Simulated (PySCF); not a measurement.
## J couplings in C2H6

Molfile (atoms numbered from 1):
```
C2H6
     RDKit          3D

  8  7  0  0  0  0  0  0  0  0999 V2000
   -0.7522    0.1048   -0.0143 C   0  0  0  0  0  0  0  0  0  0  0  0
    0.7522   -0.1048    0.0143 C   0  0  0  0  0  0  0  0  0  0  0  0
   -1.2400   -0.5606   -0.7437 H   0  0  0  0  0  0  0  0  0  0  0  0
   -1.0119    1.1389   -0.2896 H   0  0  0  0  0  0  0  0  0  0  0  0
   -1.2077   -0.0965    0.9680 H   0  0  0  0  0  0  0  0  0  0  0  0
    1.0119   -1.1389    0.2896 H   0  0  0  0  0  0  0  0  0  0  0  0
    1.2400    0.5606    0.7437 H   0  0  0  0  0  0  0  0  0  0  0  0
    1.2077    0.0965   -0.9680 H   0  0  0  0  0  0  0  0  0  0  0  0
  1  2  1  0
  1  3  1  0
  1  4  1  0
  1  5  1  0
  2  6  1  0
  2  7  1  0
  2  8  1  0
M  END
```

Couplings: B3LYP/pcJ-1 in PySCF, geometry PBE0-D3(BJ)/def2-SVP; gas phase, one conformer, non-relativistic. Couplings are averaged over pairs made equivalent by symmetry, fast rotation or ring inversion, so a value needn't be that of the named pair in this geometry, while other rotamers aren't included; one pair stands for each set, and the list holds those of at least 0.8 Hz over up to four bonds.

Isotopes: 13C, 1H.

| pair | bonds | J (Hz) |
| --- | --- | --- |
| C1, C2 | 1 | 38.5 |
| C1, H3 | 1 | 131.9 |
| C1, H6 | 2 | ? |
| H3, H4 | 2 | ? |
| H3, H6 | 3 | 9.1 |

Question: Estimate the withheld couplings, with signs.

Answer: 
- 2J(C1,H6) = -3.6 Hz
- 2J(H3,H4) = -13.9 Hz
